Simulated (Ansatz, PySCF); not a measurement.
This PySCF input computes a PBE/def2-TZVPD energy:

```python
from pyscf import gto, scf, dft

mol = gto.M(
    atom='''
    C     0.00000034   -0.00879282    0.11429267
    C     0.00063634    0.06997282    1.38676583
    C    -0.00016681    0.04932928   -1.23370407
    H    -0.00240573   -0.82834392    2.00699519
    H     0.92338430    0.07933898   -1.80581793
    H    -0.92379778    0.08594923   -1.80530386
    ''',
    basis='def2-tzvpd',
    charge=-1,
    spin=0,
    verbose=4,
)

mf = dft.RKS(mol, xc='pbe').density_fit(auxbasis='def2-universal-jkfit')
mf.grids.level = 3
mf.conv_tol = 1e-9
mf.max_cycle = 100
mf.max_memory = 1500
mf.kernel()
if not mf.converged:
    mf = mf.newton()
    mf.kernel(mf.make_rdm1())
mf.analyze()
```

Problem. Write an input for the same energy in Ansatz (an electronic-structure program) and say what it gives.

Solution. 
Ansatz 0.2 input:
```yaml
crystal:
  periodic: [false, false, false]
  atoms:
    - {symbol: C, position_ang: [0.00000034, -0.00879282, 0.11429267]}
    - {symbol: C, position_ang: [0.00063634, 0.06997282, 1.38676583]}
    - {symbol: C, position_ang: [-0.00016681, 0.04932928, -1.23370407]}
    - {symbol: H, position_ang: [-0.00240573, -0.82834392, 2.00699519]}
    - {symbol: H, position_ang: [0.92338430, 0.07933898, -1.80581793]}
    - {symbol: H, position_ang: [-0.92379778, 0.08594923, -1.80530386]}
basis:
  gaussian:
    orbitals: def2-TZVPD
hamiltonian:
  xc: {name: PBE}
total_charge: -1
output: {forces: true}
```
It gives -115.92124 Eh, and PySCF -115.92128 Eh, a difference of 0.04 mEh, from the treatment of integrals and grids.

It need not be the lowest isomer of its formula. Whether it binds its extra electron was not tested at this geometry.
